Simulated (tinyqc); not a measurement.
Geometry optimisation on the RHF/sto-6g surface (energies and gradients from PySCF), for HF, spin multiplicity 1, step by step. Computed by tinyqc, a small Python program that keeps every step (integrals from PySCF). Settings: charge = 0, multiplicity = 1, basis = sto-6g, optimiser = bfgs, first Hessian = 0.3, largest step = 0.5, iteration cap = 30. Command: `OMP_NUM_THREADS=1 python tinyqc.py 21254 21255 out.jsonl` (the two numbers bound the seeds that draw the settings). One thread of a shared host (Intel(R) Xeon(R) Processor @ 2.60GHz), about 0.9 s of CPU time with the checks.

## Step 1: energy and gradient

positions at the start (bohr):
```
          x        y        z
1F  0.00000  0.00000  0.00000
2H  0.00000  0.00000  1.71398
```

Self-consistent energy and analytic gradient at these positions.

energy = -99.4986566 hartree

gradient (hartree/bohr):
```
            x          y           z
1F  0.0000000  0.0000000   0.0722343
2H  0.0000000  0.0000000  -0.0722343
```

## Step 1: move

Quasi-Newton step p = -H^(-1) g (first H = 0.3 times the unit matrix); steps longer than 0.5 bohr are cut back.

positions after step 1 (bohr):
```
          x        y         z
1F  0.00000  0.00000  -0.24078
2H  0.00000  0.00000   1.95476
```

## Step 2: energy and gradient

As before.

energy = -99.4641465 hartree

gradient (hartree/bohr):
```
            x          y           z
1F  0.0000000  0.0000000  -0.1591458
2H  0.0000000  0.0000000   0.1591458
```

## Step 2: move

inverse Hessian in use (bohr^2/hartree), lower triangle:
```
         1        2        3        4        5        6
1  3.33333
2  0.00000  3.33333
3  0.00000  0.00000  2.18698
4  0.00000  0.00000  0.00000  3.33333
5  0.00000  0.00000  0.00000  0.00000  3.33333
6  0.00000  0.00000  1.14635  0.00000  0.00000  2.18698
```

Quasi-Newton step p = -H^(-1) g (the inverse Hessian comes from BFGS updates; coordinates in the order x, y, z of each atom); steps longer than 0.5 bohr are cut back.

positions after step 2 (bohr):
```
          x        y         z
1F  0.00000  0.00000  -0.07517
2H  0.00000  0.00000   1.78915
```

## Convergence

Stop when the largest gradient component is below 3e-5 hartree/bohr. The inverse Hessian follows the BFGS update with s = step, y = change of gradient.

Course of the optimisation:

| step | E (hartree) | largest gradient (hartree/bohr) |
|---|---|---|
| 1 | -99.4986566 | 7.22e-02 |
| 2 | -99.4641465 | 1.59e-01 |
| 3 | -99.5004698 | 3.94e-02 |
| 4 | -99.5008778 | 3.62e-02 |
| 5 | -99.5017119 | 3.20e-03 |
| 6 | -99.5017192 | 2.34e-04 |
| 7 | -99.5017193 | 1.67e-06 |

Final distances (angstrom):

| pair | distance |
|---|---|
| 2H-1F | 0.95405 |

Converged in 7 steps.
